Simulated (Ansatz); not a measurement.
in.yaml

```yaml
crystal:
  periodic: [false, false, false]
  atoms:
    - {symbol: Al, position_ang: [0.081150, -0.155679, 1.302350]}
    - {symbol: Al, position_ang: [-0.083724, 0.159703, -1.302834]}
    - {symbol: H, position_ang: [-0.007104, 1.117673, 2.279891]}
    - {symbol: H, position_ang: [0.076005, -1.225392, -2.266927]}
basis:
  gaussian: {orbitals: "6-31++G**"}
magnetization: {spin_polarized: false}
correlation: {method: mp2, electrons: all}
accuracy: high
output: {forces: true}
```

```sh
$ ansatz run in.yaml --threads 1 --pin off --events-out ev --progress --plain --max-ram 2393MiB
```

Output:

```
1051 factors; integrals over basis functions are off by at most 3.6e-9 eV
mean field evaluation 1: about -13193.8011 eV, gradient 8.9e0 eV
mean field evaluation 2: about -13193.8048 eV, gradient 8.9e0 eV
mean field evaluation 4: about -13194.4418 eV, gradient 7.0e-1 eV
mean field evaluation 8: about -13194.4490 eV, gradient 9.9e-4 eV
mean field -13194.44901743 eV, -484.8870578718 hartree, gradient 2.2e-8 eV, S^2 0.000000; 0 other end points of the search recorded, 0 dependent functions left out; unrestricted orbitals would lower it
mean field evaluation 16: about -13194.8088 eV, gradient 3.1e-1 eV
reference -13194.44901743 eV, -484.8870578718 hartree; 14, 14 occupied and 44, 44 virtual orbitals, 1051 factors
second order -3.59065766 eV of doubles, -0.00000000 eV of singles
the calculation of the forces begins
Total energy: -13198.03967509 eV, -485.0190121071 hartree
Atom 0 at     0.081150    -0.155679     1.302350 Å, force     0.008097    -0.013804     0.051544 eV/Å
Atom 1 at    -0.083724     0.159703    -1.302834 Å, force     0.087207    -0.745140    -0.570947 eV/Å
Atom 2 at    -0.007104     1.117673     2.279891 Å, force    -0.005329     0.023875     0.032683 eV/Å
Atom 3 at     0.076005    -1.225392    -2.266927 Å, force    -0.089975     0.735069     0.486720 eV/Å
Dipole moment:    -0.009790     0.037331     0.063689 e Å
```

Forces (eV/Å):
```
Al   0.008 -0.014  0.052
Al   0.087 -0.745 -0.571
H   -0.005  0.024  0.033
H   -0.090  0.735  0.487
```

Ran on 1 thread of Intel Xeon, shared host: 5.5 s wall, 0.24 GiB peak host memory.
